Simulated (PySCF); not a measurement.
# Where does hydrogen peroxide take a proton?

System: hydrogen peroxide, `OO` (H2O2). Non-hydrogen atoms are numbered in `[OH:1][OH:2]`.

Level of theory: BHandHLYP/def2-TZVP single points in PySCF, grid level 2; every species was optimised with PBE0-D3(BJ)/def2-SVP. Thermal corrections: PBE0-D3(BJ)/def2-SVP frequencies, unscaled, ideal gas at 298.15 K and 1 bar, quasi-RRHO entropy.

```tsv
site	product	PA / kJ/mol	GB / kJ/mol
O1 (hydroxyl oxygen)	O[OH2+]	673	643
```

PA is −ΔH and GB is −ΔG of B + H⁺ → BH⁺ in the gas phase.

Against the Active Thermochemical Tables (version 1.112): O1 666 (computed 673, error 6) kJ/mol.

Measured values (NIST Chemistry WebBook, evaluated or the median of agreeing entries): proton affinity (−ΔH) 674 kJ/mol (computed 673, difference -2); gas-phase basicity (−ΔG) 644 kJ/mol (computed 643, difference -1).

Run with `OMP_NUM_THREADS=1 python redox_run.py task.json out` on 1 thread of Arm Neoverse N1, a shared host. The single points of this level: 2.3 s of wall time.

Differences come from unrounded values, so a last digit can differ from that of the printed terms.
